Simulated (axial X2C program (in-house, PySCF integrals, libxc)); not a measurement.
# ClMg⁻: from the state search to constants

What are the state, bond length, wavenumber and bond energy of ClMg⁻, and what does spin–orbit coupling change?

Program: an in-house X2C program for linear molecules on PySCF integrals. Level of theory: all-electron X2C, Cl dyall-av3z, Mg dyall-av3z. These are calculated values, not measurements.

## (1) Set-up

task.json

```json
{"zs": [17, 12], "q": -1, "bas": ["dyall-av3z", "dyall-av3z"], "levels": ["PBE0", "HF", "LDA"], "cc": true, "r0": 2.38, "thr": -2.0, "nmax": 90, "npts": 10, "nst": 2, "ntry": 6}
```

Keys: zs atomic numbers; q charge; bas basis sets; levels methods (HF also brings MP2); cc coupled cluster on or off; r0 starting distance in Å; thr threshold in hartree for freezing inner shells (an s shell follows its p shell); nmax most natural virtual spinors; npts points asked for on the curve; nst determinants followed; ntry starts of the search.

The run is started by

```console
python so2c.py task.json out
```

Spin-free means the one-electron spin-free X2C Hamiltonian; two-component (2c) means X2C with spin–orbit coupling and atomic mean-field two-electron Coulomb and Gaunt terms. Basis: Cl dyall-av3z contracted to [9s8p3d2f], Mg dyall-av3z contracted to [10s9p6d4f]; Gaussian nuclei, density fitting. Masses: Cl 34.969 u, Mg 23.985 u.

Notation: σ, π±, δ± give the projection m of an orbital's angular momentum (0, ±1, ±2), α and β its spin, Λ and M_S the sums; ω is the projection of a spinor's total angular momentum and Ω the sum. Logs are in hartree.

The results follow Hamiltonian by Hamiltonian and level by level.

## (2) Which state to follow

Determinants are compared with PBE0 at 2.380 Å.

Spin-free determinants:

```csv
ΔE (eV),state,open shells
0.00,"M_S = 0, Λ = 0",closed shell
1.47,"M_S = 1, Λ = 1","beyond closed shells: σα, π+α"
1.76,"M_S = 0, Λ = 1","beyond closed shells: σα, π+β"
1.76,"M_S = 1, Λ = 0",beyond closed shells: 2 × σα
4.28,"M_S = 1, Λ = 0","beyond closed shells: π+α, π-α"
4.74,"M_S = 0, Λ = 0","beyond closed shells: π+β, π-α"
5.96,"M_S = 1, Λ = 2","beyond closed shells: 2 × π+α, π+β, π-α"
```

Two-component determinants:

| ΔE (eV) | state | open shells |
| --- | --- | --- |
| 0.00 | Ω = 0 | closed shell |
| 1.47 | Ω = 2 | excess of +ω over −ω: ω = 1/2, ω = 3/2 |
| 1.76 | Ω = 1 | excess of +ω over −ω: 2 × ω = 1/2 |
| 1.76 | Ω = 1 | excess of +ω over −ω: ω = -1/2, ω = 3/2 |
| 5.08 | Ω = 3 | excess of +ω over −ω: ω = 1/2, ω = 5/2 |
| 5.92 | Ω = 1 | excess of +ω over −ω: ω = -1/2, ω = 3/2 |
| 5.92 | Ω = 3 | excess of +ω over −ω: 2 × ω = 3/2 |

## (3) PBE0, spin-free

State followed: M_S = 0, Λ = 0 (closed shell). The scan is laid around 2.390 Å, a first estimate of the minimum, and this SCF restarts from the orbitals of the search.

The SCF at the reference distance of 2.390 Å:

```text
spin-free X2C-1e  PBE0
basis functions 157  fitting functions 658  grid points 4360
iter        total energy     max residual
   1       -661.789642205     5.24e-01
   2       -661.892719117     4.75e-03
   3       -661.892784151     1.96e-03
   4       -661.892858878     2.57e-04
   5       -661.892860410     8.33e-05
   6       -661.892860558     1.66e-05
   7       -661.892860567     3.41e-06
   8       -661.892860567     7.04e-07
converged
one-electron -1013.85290297  Coulomb 351.62817035  exact exchange -10.97133813  xc functional -33.86505385  nuclear repulsion 45.16826403
```

Along the bond, energies from the lowest point:

| R (Å) | E (eV) | μ (D) | HOMO (eV) | LUMO (eV) | iterations |
| --- | --- | --- | --- | --- | --- |
| 2.079 | 0.3490 | -5.39 | 0.17 | 2.07 | 11 |
| 2.175 | 0.1362 | -4.97 | 0.09 | 2.08 | 10 |
| 2.247 | 0.0503 | -4.63 | 0.03 | 2.09 | 10 |
| 2.318 | 0.0090 | -4.27 | -0.04 | 2.10 | 10 |
| 2.390 | 0.0000 | -3.89 | -0.10 | 2.10 | 8 |
| 2.474 | 0.0183 | -3.44 | -0.19 | 2.11 | 10 |
| 2.557 | 0.0573 | -2.97 | -0.28 | 2.11 | 10 |
| 2.665 | 0.1258 | -2.37 | -0.40 | 2.12 | 10 |
| 2.796 | 0.2238 | -1.63 | -0.54 | 2.11 | 10 |
| 2.987 | 0.3722 | -0.58 | -0.76 | 2.08 | 10 |

Dipoles are positive if Mg is the positive end and refer to the centre of mass.

Outer orbitals at the reference distance:

```tsv
symmetry	occupied	ε (eV)	atomic character
σα	yes	-16.48	81% Cl s, 7% Mg d, 6% Mg p
σα	yes	-4.44	83% Cl p, 9% Mg s, 4% Mg p
π+α	yes	-3.53	88% Cl p, 5% Mg d, 4% Mg f
π-α	yes	-3.53	88% Cl p, 5% Mg d, 4% Mg f
σα	yes	-0.10	68% Mg s, 17% Mg p, 8% Cl p
π-α	no	2.10	99% Mg p
π+α	no	2.10	99% Mg p
σα	no	2.12	96% Mg p, 3% Mg s
σα	no	2.52	93% Mg s, 5% Mg p
```

PBE0 fields in the half plane through the axis: z from -2.4 to 4.5 Å across, distance from the axis 0.15 to 2.25 Å upwards; Cl lies at z = 0 and Mg at z = 2.390 Å; the ELF is damped to zero where the density is low.

log10 density (e/bohr³). Ten even steps from ' ' (-4.44 ) to '@' (1.28 ):
```
      ......::::::::::::::::::::::::::::::::::::
    ....::::::--------::::::--------------::::::
  ....::::------==----------------------------::
....::::--==============--------========--------
..::::--====++++++++++====================------
..::----==++++********++======++++++========----
..::--==++++****##****++++==++**##**++======----
..::--==++****##@@##****++++**%%@@%%**======----
```

ELF. Ten even steps from '0' (0.00 ) to '9' (1.00 ):
```
000000011000002589999986
000011222210002689999998
000123455431012689999999
001235677653112368999999
001357788876310001599999
012468888887510010059999
013578830388601786118999
013578637368604828306999
```

Re = 2.378 Å, ωe = 301 cm⁻¹, ωexe = 2.87 cm⁻¹, Be = 0.2095 cm⁻¹, De = 1.29 eV, μ = -3.96 D.

## (4) HF, spin-free

The SCF at the reference distance of 2.390 Å:

```text
spin-free X2C-1e  HF
basis functions 157  fitting functions 658  grid points 4360
iter        total energy     max residual
   1       -660.941821097     6.93e-02
   2       -660.953312543     3.15e-03
   3       -660.953655724     5.71e-04
   4       -660.953693176     1.97e-04
   5       -660.953699079     1.02e-04
   6       -660.953700490     2.61e-05
   7       -660.953700569     7.52e-06
   8       -660.953700580     1.18e-06
   9       -660.953700581     3.35e-07
converged
one-electron -1013.52836534  Coulomb 351.34141966  exact exchange -43.93501893  xc functional 0.00000000  nuclear repulsion 45.16826403
```

Re = 2.382 Å, ωe = 303 cm⁻¹, ωexe = 3.14 cm⁻¹, Be = 0.2088 cm⁻¹, De = 1.15 eV, μ = -4.57 D.

## (5) LDA, spin-free

The SCF at the reference distance of 2.390 Å:

```text
spin-free X2C-1e  LDA
basis functions 157  fitting functions 658  grid points 4360
iter        total energy     max residual
   1       -659.703600308     1.51e-01
   2       -659.714142921     8.58e-03
   3       -659.713764343     6.80e-03
   4       -659.714587394     2.40e-03
   5       -659.714721739     2.17e-04
   6       -659.714722255     3.73e-05
   7       -659.714722294     7.08e-06
   8       -659.714722296     1.90e-06
   9       -659.714722296     2.66e-07
converged
one-electron -1013.50915506  Coulomb 351.18271461  exact exchange 0.00000000  xc functional -42.55654587  nuclear repulsion 45.16826403
```

Re = 2.351 Å, ωe = 309 cm⁻¹, ωexe = 2.74 cm⁻¹, Be = 0.2143 cm⁻¹, De = 1.44 eV, μ = -3.78 D.

## (6) Correlated methods, spin-free

Correlated methods: 10 electrons correlated (frozen shells, counted by type: Cl 2 s, 1 p; Mg 2 s, 1 p), 272 virtual spinors in MP2, 90 natural virtuals in coupled cluster.

Output of the correlated part at 2.390 Å:

```text
correlated 10  virtual 272  natural virtual 90  E(MP2) -0.239770623  MP2 remainder -0.007713248
iter   CCSD correlation   residual
   1     -0.248726396   1.34e-01
   2     -0.256699537   5.87e-02
   3     -0.257015339   1.98e-02
   4     -0.256911709   7.68e-03
   5     -0.256932507   2.15e-03
   6     -0.256933419   7.74e-04
   7     -0.256934872   2.26e-04
   8     -0.256938065   7.49e-05
   9     -0.256937794   2.50e-05
  10     -0.256937644   7.96e-06
  11     -0.256937542   3.02e-06
  12     -0.256937523   1.08e-06
(T) -0.010331435  T1 0.0198  D1 0.0410  max T2 0.146
```

T1 in the output is the amplitude norm over the root of the electron number; divide by √2 for the Lee–Taylor value.

MP2: Re = 2.377 Å, ωe = 309 cm⁻¹, Be = 0.2097 cm⁻¹, De = 1.30 eV.

CCSD: Re = 2.381 Å, ωe = 307 cm⁻¹, ωexe = 2.92 cm⁻¹, Be = 0.2089 cm⁻¹, De = 1.31 eV. T1 at Re = 0.014 (Lee–Taylor, the printed value over √2).

CCSD(T): Re = 2.381 Å, ωe = 308 cm⁻¹, ωexe = 2.85 cm⁻¹, Be = 0.209 cm⁻¹, De = 1.33 eV. T1 at Re = 0.014 (Lee–Taylor, the printed value over √2).

## (7) A higher determinant, spin-free

State: M_S = 1, Λ = 1 (beyond closed shells: σα, π+α).

Output at the reference distance:

```text
spin-free X2C-1e  PBE0
basis functions 157  fitting functions 658  grid points 4360
iter        total energy     max residual
   1       -661.742016785     5.30e-01
   2       -661.838623333     4.74e-03
   3       -661.838679615     1.87e-03
   4       -661.838742678     2.49e-04
   5       -661.838744160     1.02e-04
   6       -661.838744429     2.14e-05
   7       -661.838744445     3.68e-06
   8       -661.838744447     1.58e-06
converged
one-electron -1012.27487963  Coulomb 350.05755470  exact exchange -10.96487508  xc functional -33.82480847  nuclear repulsion 45.16826403
```

| R (Å) | E above the lowest PBE0 point (eV) |
| --- | --- |
| 2.079 | 1.600 |
| 2.175 | 1.455 |
| 2.247 | 1.420 |
| 2.318 | 1.430 |
| 2.390 | 1.473 |
| 2.474 | 1.550 |
| 2.557 | 1.647 |
| 2.665 | 1.789 |
| 2.796 | 1.972 |

Re = 2.263 Å, ωe = 391 cm⁻¹, ωexe = 2.35 cm⁻¹, Be = 0.2314 cm⁻¹, μ = -3.99 D. Te = 1.42 eV.

## (8) The spin-free curves together

Energy (eV) of the followed determinant, spin-free, from each level's lowest point:

| R (Å) | PBE0 | HF | MP2 | CCSD | CCSD(T) | LDA |
| --- | --- | --- | --- | --- | --- | --- |
| 2.079 | 0.349 | 0.371 | 0.364 | n/a | n/a | 0.290 |
| 2.175 | 0.136 | 0.146 | 0.142 | 0.147 | 0.147 | 0.101 |
| 2.247 | 0.050 | 0.055 | 0.052 | 0.056 | 0.055 | 0.030 |
| 2.318 | 0.009 | 0.011 | 0.009 | 0.011 | 0.011 | 0.000 |
| 2.390 | 0.000 | 0.000 | 0.000 | 0.000 | 0.000 | 0.001 |
| 2.474 | 0.018 | 0.017 | 0.020 | 0.018 | 0.018 | 0.028 |
| 2.557 | 0.057 | 0.056 | 0.061 | 0.058 | 0.059 | 0.075 |
| 2.665 | 0.126 | 0.123 | 0.133 | 0.128 | 0.130 | 0.152 |
| 2.796 | 0.224 | 0.218 | 0.236 | n/a | n/a | 0.258 |
| 2.987 | 0.372 | 0.358 | 0.390 | n/a | n/a | 0.418 |

## (9) PBE0, 2c

State followed: Ω = 0 (closed shell). The scan is laid around 2.390 Å, a first estimate of the minimum, and this SCF restarts from the orbitals of the search.

The SCF at the reference distance of 2.390 Å:

```text
two-component X2C + atomic mean field  PBE0
basis functions 157  fitting functions 658  grid points 4360
iter        total energy     max residual
   1       -661.692200438     5.29e-01
   2       -661.796784536     4.76e-03
   3       -661.796848165     1.94e-03
   4       -661.796921977     2.59e-04
   5       -661.796923506     8.37e-05
   6       -661.796923655     1.67e-05
   7       -661.796923664     3.41e-06
   8       -661.796923664     6.99e-07
converged
one-electron -1013.59682106  Coulomb 351.55486466  exact exchange -10.96900922  xc functional -33.85781258  nuclear repulsion 45.16826403  atomic mean-field constant -0.09640950
```

Along the bond, energies from the lowest point:

| R (Å) | E (eV) | μ (D) | HOMO (eV) | LUMO (eV) | iterations |
| --- | --- | --- | --- | --- | --- |
| 2.079 | 0.3498 | -5.39 | 0.17 | 2.07 | 11 |
| 2.175 | 0.1366 | -4.97 | 0.09 | 2.08 | 10 |
| 2.247 | 0.0506 | -4.63 | 0.03 | 2.09 | 10 |
| 2.318 | 0.0092 | -4.27 | -0.04 | 2.10 | 10 |
| 2.390 | 0.0000 | -3.90 | -0.10 | 2.10 | 8 |
| 2.474 | 0.0182 | -3.44 | -0.19 | 2.11 | 10 |
| 2.557 | 0.0571 | -2.98 | -0.28 | 2.11 | 10 |
| 2.665 | 0.1255 | -2.37 | -0.39 | 2.12 | 10 |
| 2.796 | 0.2234 | -1.63 | -0.54 | 2.11 | 10 |
| 2.987 | 0.3717 | -0.58 | -0.75 | 2.08 | 10 |

Dipoles are positive if Mg is the positive end and refer to the centre of mass.

Outer spinors at the reference distance:

| ω | occupied | ε (eV) | atomic character | λ mixture |
| --- | --- | --- | --- | --- |
| 1/2 | yes | -16.48 | 81% Cl s, 7% Mg d, 6% Mg p | 100% σ |
| 1/2 | yes | -4.45 | 83% Cl p, 9% Mg s, 4% Mg p | 100% σ |
| 1/2 | yes | -3.56 | 88% Cl p, 5% Mg d, 4% Mg f | 100% π |
| 3/2 | yes | -3.49 | 88% Cl p, 5% Mg d, 4% Mg f | 100% π |
| 1/2 | yes | -0.10 | 68% Mg s, 17% Mg p, 8% Cl p | 100% σ |
| 1/2 | no | 2.10 | 99% Mg p | 100% π |
| 3/2 | no | 2.10 | 99% Mg p | 100% π |
| 1/2 | no | 2.12 | 96% Mg p, 3% Mg s | 100% σ |
| 1/2 | no | 2.52 | 93% Mg s, 5% Mg p | 100% σ |

PBE0 fields in the half plane through the axis: z from -2.4 to 4.5 Å across, distance from the axis 0.15 to 2.25 Å upwards; Cl lies at z = 0 and Mg at z = 2.390 Å; the ELF is damped to zero where the density is low.

log10 density (e/bohr³). Ten even steps from '0' (-4.44 ) to '9' (1.28 ):
```
000111222222222222222222
001122233332223333333222
011223334333333333333332
112234444444333344443333
122344555554444444444333
123345566665444555444433
123455667665545676544433
123456679766556898644433
```

ELF. Ten even steps from '0' (0.00 ) to '9' (1.00 ):
```
000000011000002589999986
000011222210002689999998
000123455431012689999999
001235677653112368999999
001357788876310001599999
012468888887510010059999
013578830388601786118999
013578637368604828306999
```

Re = 2.378 Å, ωe = 300 cm⁻¹, ωexe = 2.87 cm⁻¹, Be = 0.2095 cm⁻¹, De = 1.29 eV, μ = -3.96 D.

## (10) HF, 2c

Output at 2.390 Å:

```text
two-component X2C + atomic mean field  HF
basis functions 157  fitting functions 658  grid points 4360
iter        total energy     max residual
   1       -660.846138759     6.93e-02
   2       -660.857626131     3.15e-03
   3       -660.857969452     5.72e-04
   4       -660.858006941     1.97e-04
   5       -660.858012850     1.02e-04
   6       -660.858014261     2.61e-05
   7       -660.858014340     7.52e-06
   8       -660.858014352     1.18e-06
   9       -660.858014352     3.35e-07
converged
one-electron -1013.27222351  Coulomb 351.26804932  exact exchange -43.92569470  xc functional 0.00000000  nuclear repulsion 45.16826403  atomic mean-field constant -0.09640950
```

Re = 2.382 Å, ωe = 303 cm⁻¹, ωexe = 3.14 cm⁻¹, Be = 0.2088 cm⁻¹, De = 1.15 eV, μ = -4.57 D.

## (11) LDA, 2c

The SCF at the reference distance of 2.390 Å:

```text
two-component X2C + atomic mean field  LDA
basis functions 157  fitting functions 658  grid points 4360
iter        total energy     max residual
   1       -659.607931226     1.51e-01
   2       -659.618473616     8.58e-03
   3       -659.618094902     6.80e-03
   4       -659.618918154     2.40e-03
   5       -659.619052538     2.17e-04
   6       -659.619053054     3.74e-05
   7       -659.619053093     7.08e-06
   8       -659.619053095     1.90e-06
   9       -659.619053096     2.66e-07
converged
one-electron -1013.25312388  Coulomb 351.10946444  exact exchange 0.00000000  xc functional -42.54724818  nuclear repulsion 45.16826403  atomic mean-field constant -0.09640950
```

Re = 2.352 Å, ωe = 309 cm⁻¹, ωexe = 2.74 cm⁻¹, Be = 0.2142 cm⁻¹, De = 1.44 eV, μ = -3.78 D.

## (12) Correlated methods, 2c

Correlated methods: 10 electrons correlated (frozen shells, counted by type: Cl 2 s, 1 p; Mg 2 s, 1 p), 272 virtual spinors in MP2, 90 natural virtuals in coupled cluster.

Output of the correlated part at 2.390 Å:

```text
correlated 10  virtual 272  natural virtual 90  E(MP2) -0.239787136  MP2 remainder -0.007710992
iter   CCSD correlation   residual
   1     -0.248744321   1.34e-01
   2     -0.256717718   5.87e-02
   3     -0.257033106   1.98e-02
   4     -0.256929588   7.68e-03
   5     -0.256950380   2.15e-03
   6     -0.256951290   7.74e-04
   7     -0.256952746   2.26e-04
   8     -0.256955939   7.48e-05
   9     -0.256955667   2.50e-05
  10     -0.256955517   7.96e-06
  11     -0.256955415   3.02e-06
  12     -0.256955396   1.08e-06
(T) -0.010335986  T1 0.0198  D1 0.0410  max T2 0.146
```

MP2: Re = 2.377 Å, ωe = 309 cm⁻¹, Be = 0.2096 cm⁻¹, De = 1.30 eV.

CCSD: Re = 2.382 Å, ωe = 307 cm⁻¹, ωexe = 2.92 cm⁻¹, Be = 0.2089 cm⁻¹, De = 1.31 eV. T1 at Re = 0.014 (Lee–Taylor, the printed value over √2).

CCSD(T): Re = 2.381 Å, ωe = 308 cm⁻¹, ωexe = 2.85 cm⁻¹, Be = 0.2089 cm⁻¹, De = 1.33 eV. T1 at Re = 0.014 (Lee–Taylor, the printed value over √2).

## (13) A higher determinant, 2c

State: Ω = 2 (excess of +ω over −ω: ω = 1/2, ω = 3/2).

Output at the reference distance:

```text
two-component X2C + atomic mean field  PBE0
basis functions 157  fitting functions 658  grid points 4360
iter        total energy     max residual
   1       -661.644693238     5.35e-01
   2       -661.742624055     4.75e-03
   3       -661.742679429     1.88e-03
   4       -661.742743240     2.46e-04
   5       -661.742744699     1.02e-04
   6       -661.742744971     2.14e-05
   7       -661.742744988     3.62e-06
   8       -661.742744990     1.65e-06
converged
one-electron -1012.01283762  Coulomb 349.97814112  exact exchange -10.96249498  xc functional -33.81740804  nuclear repulsion 45.16826403  atomic mean-field constant -0.09640950
```

| R (Å) | E above the lowest PBE0 point (eV) |
| --- | --- |
| 2.079 | 1.602 |
| 2.175 | 1.456 |
| 2.247 | 1.422 |
| 2.318 | 1.432 |
| 2.390 | 1.474 |
| 2.474 | 1.552 |
| 2.557 | 1.649 |
| 2.665 | 1.790 |
| 2.796 | 1.973 |

Re = 2.263 Å, ωe = 391 cm⁻¹, ωexe = 2.35 cm⁻¹, Be = 0.2313 cm⁻¹, μ = -3.99 D. Te = 1.42 eV.

## (14) The 2c curves together

Energy (eV) of the followed determinant, 2c, from each level's lowest point:

| R (Å) | PBE0 | HF | MP2 | CCSD | CCSD(T) | LDA |
| --- | --- | --- | --- | --- | --- | --- |
| 2.079 | 0.350 | 0.372 | 0.365 | n/a | n/a | 0.291 |
| 2.175 | 0.137 | 0.147 | 0.143 | 0.148 | 0.148 | 0.102 |
| 2.247 | 0.051 | 0.055 | 0.053 | 0.056 | 0.056 | 0.030 |
| 2.318 | 0.009 | 0.011 | 0.009 | 0.011 | 0.011 | 0.000 |
| 2.390 | 0.000 | 0.000 | 0.000 | 0.000 | 0.000 | 0.000 |
| 2.474 | 0.018 | 0.017 | 0.019 | 0.018 | 0.018 | 0.028 |
| 2.557 | 0.057 | 0.055 | 0.061 | 0.058 | 0.058 | 0.074 |
| 2.665 | 0.126 | 0.123 | 0.133 | 0.128 | 0.130 | 0.151 |
| 2.796 | 0.223 | 0.218 | 0.236 | n/a | n/a | 0.258 |
| 2.987 | 0.372 | 0.358 | 0.390 | n/a | n/a | 0.417 |

The whole job took 69 s on 1 thread of Arm Neoverse V2, shared host.

## (15) What came out

Lowest determinant that the search found at its distance, spin-free: M_S = 0, Λ = 0 (closed shell).

Lowest determinant that the search found at its distance, 2c: Ω = 0 (closed shell).

```tsv
Hamiltonian	level	Re (Å)	ωe (cm⁻¹)	De (eV)	μ (D)
spin-free	PBE0	2.378	301	1.29	-3.96
spin-free	HF	2.382	303	1.15	-4.57
spin-free	MP2	2.377	309	1.30	n/a
spin-free	CCSD	2.381	307	1.31	n/a
spin-free	CCSD(T)	2.381	308	1.33	n/a
spin-free	LDA	2.351	309	1.44	-3.78
2c	PBE0	2.378	300	1.29	-3.96
2c	HF	2.382	303	1.15	-4.57
2c	MP2	2.377	309	1.30	n/a
2c	CCSD	2.382	307	1.31	n/a
2c	CCSD(T)	2.381	308	1.33	n/a
2c	LDA	2.352	309	1.44	-3.78
```

Dipoles are positive if Mg is the positive end and refer to the centre of mass.

Time per point (s) on 1 thread of Arm Neoverse V2, shared host (2c runs; CCSD comes with the CCSD(T) run); the times are rough: PBE0 0.22, HF 0.12, MP2 0.33, CCSD(T) 3, LDA 0.15.

**Reading.** At CCSD(T), going from spin-free to two-component changes Re by 0 mÅ, ωe by 0.0 %, which is small (part of it comes from the scalar share of the two-electron terms). De moves by 0.00 eV; both De rest on single-determinant atoms, which can miss part of an open shell's spin–orbit lowering.

De refers to Cl- + Mg, each in the lowest determinant found, which need not be this curve's own limit. The state is a single determinant with fixed occupations, the lowest that a limited PBE0 search found. The closed shell is kept restricted; where the fragments are open shells, the energy then runs too high at long range. De is counted from the lowest determinant-based energies of the atoms at the same level, without counterpoise correction. CCSD and (T) use frozen natural virtuals with an MP2 correction for the truncation.
